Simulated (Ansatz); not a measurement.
P2, SMILES `P#P`, relaxed with RKS PBE0-D4/def2-TZVP in Ansatz 0.2.0 from a PBE-D4/def2-SVP geometry. The force threshold is 0.005 eV/Å; the program also tests the step.

Charge 0, multiplicity 1.

Start:

```xyz
2

P    -0.527    0.773   -0.203
P     0.527   -0.773    0.203
```

```
step  energy (eV)  largest force (eV/Å)  largest move (Å)
   1  -18570.3641                 1.230             0.000
   2  -18570.3834                 0.389             0.022
   3  -18570.3853                 0.001             0.005
```

End:

```xyz
2

P    -0.518    0.760   -0.200
P     0.518   -0.760    0.200
```

Hardware: 2 threads of an AMD EPYC 7R13 on a shared host. Wall time 3.4 s, peak host memory 0.17 GiB.
